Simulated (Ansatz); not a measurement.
Isolated molecules relaxed with PBE0-D4/def2-TZVP in Ansatz; ΔE leaves out vibrations. CCSD(T)/CBS is the MP2 limit (def2-TZVPP, def2-QZVPP) plus CCSD(T) − MP2 in def2-TZVPP, frozen cores. This one scheme is used for every species, atoms too. Open shells (•) are unrestricted, without spin–orbit coupling. Spin–orbit coupling would lower the free atoms: a little for C, Cl, F.

Reaction (atomization): `CC(F)(F)Cl` → 2 C• + Cl• + 2 F• + 3 H•

`CC(F)(F)Cl`:

Z-matrix (Å, degrees):
```
C
C 1 1.499
H 1 1.088 2 109.7
H 1 1.089 2 109.7 3 -120.5
H 1 1.091 2 108.3 3 119.8
F 2 1.343 1 111.0 3 -179.1
F 2 1.343 1 111.0 3 -60.4
Cl 2 1.781 1 112.0 3 60.2
```

```
     species  CCSD(T)/CBS(def2) energy (Eh)
`CC(F)(F)Cl`                     -737.27590
          C•                      -37.79194
         Cl•                     -459.70966
          F•                      -99.66871
          H•                       -0.50000
```

Problem. Work out ΔE.

Solution. ΔE = 3 × (-0.50000) + 2 × (-37.79194) + 2 × (-99.66871) + (-459.70966) − (-737.27590) = 1.14494 Eh = +718.5 kcal/mol.

Largest T1 diagnostic among the species: 0.011.

From BLYP to BHLYP (50 % exact exchange), in def2-TZVPP and without D4, ΔE moves by −28.7 kcal/mol: exact exchange takes away binding that semilocal exchange gives to molecules. The D4 term adds +5.4 kcal/mol with B3LYP and +2.8 kcal/mol with PBE0; it sums over pairs of atoms, weighted by their polarisabilities, and B3LYP, whose exchange is more repulsive, gets the larger term.

B3LYP here is the variant with VWN-RPA as its local correlation; programs differ in this.

For atomizations the MP2-based limit and the directly extrapolated one differ by several kJ/mol either way, and by 10 to 25 for some Ge, Se and Sn compounds, so smaller differences from it don't rank the levels.
